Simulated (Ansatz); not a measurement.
`C=C=CCCl` → `CC=C=CCl`  (isomerisation)

Gas-phase electronic energies from Ansatz, PBE0-D4/def2-TZVP geometries. CBS: MP2 limit from def2 TZ/QZ plus the TZ coupled-cluster correction, frozen cores. DFT in def2-TZVPP. Each species was taken in one conformer, which may not be the lowest.

```csv
level,ΔE (eV)
PBE0,0.00
CCSD(T)/def2-TZVPP,0.03
HF/def2-QZVPP,0.10
HF/CBS(def2),0.10
```

Question: What does CCSD(T)/CBS give? (An estimate is asked.)

Answer: Ansatz gave: +0.05 eV. The listed levels differ from it by -0.05, -0.02, 0.05, 0.05 eV.

Largest T1 diagnostic among the species: 0.011.

In def2-TZVPP, CCSD(T) changes the Hartree–Fock value by −0.06 eV (the triples alone add −0.01 eV) and MP2 by −0.07 eV.
